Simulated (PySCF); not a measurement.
Two structures of SiH6S, singlet, reached by relaxing down either side of one saddle point (PBE0-D4/def2-TZVP). Energies are electronic, without zero-point energy. PySCF 2.14 with density fitting (its default auxiliary sets; JK sets also for MP2 and CCSD(T)); basis: def2-TZVPP and def2-QZVPP; cores frozen in the correlated methods. Extrapolation: Hartree–Fock as exp(−7.88 √X), correlation as X^−2.97. First:

```xyz
8
angstrom
Si -0.8711 -0.5497 0.1960
S 0.5854 0.1987 1.5711
H -0.2325 -1.0853 -1.0321
H -1.7166 0.6210 -0.1375
H -1.7018 -1.6162 0.8099
H 1.3917 1.6157 -1.1897
H 1.3138 1.7771 -1.9151
H 1.2374 -0.9701 1.6897
```

Second:

```
atom    x (Å)    y (Å)    z (Å)
 Si1  -0.9199  -0.4630  -0.9403
  S2   1.0607   1.0494   1.8683
  H3  -1.6532  -1.1013  -2.0662
  H4  -1.5220   0.8626  -0.6573
  H5  -1.0165  -1.3364   0.2550
  H6   1.9112   1.4448   0.9088
  H7   0.5033  -0.3010  -1.3317
  H8   1.6415  -0.1561   1.9621
```

Task: Which bonds change from the first to the second?

Result: SiH₄S ([SiH3][SH]) + H₂ → SiH₄ + H₂S; bonds formed: Si1–H7, S2–H6; bonds broken: Si1–S2, H6–H7.

Task: Give the saddle point's structure and its height above each. (To be estimated.)

Result: The calculation gives: 2.563 eV above the first and 2.231 eV above the second (CCSD(T) at an estimated basis limit (MP2 extrapolated from triple and quadruple zeta, plus CCSD(T) − MP2 in triple zeta)).
```tsv
atom	x (Å)	y (Å)	z (Å)
Si1	-0.6385	-0.1252	-0.4121
S2	0.7246	0.4826	1.6025
H3	-0.7120	-0.7060	-1.7927
H4	-1.3951	1.1421	-0.3581
H5	-1.2239	-1.2261	0.4028
H6	1.0311	0.6235	-0.0418
H7	0.8334	0.4995	-1.0060
H8	1.3806	-0.6903	1.6054
```

The T1 diagnostic stays at or below 0.014.

Labels in which every atom is bracketed show which atoms are joined, not bond orders.

For scale, one of the runs: CCSD(T)/def2-TZVPP, 168 basis functions, launched by `OMP_NUM_THREADS=4 python run.py`. Time: 100 s of wall clock on 4 CPU threads of an Arm Neoverse V2; the host was shared. Peak host memory: 1.1 GiB.
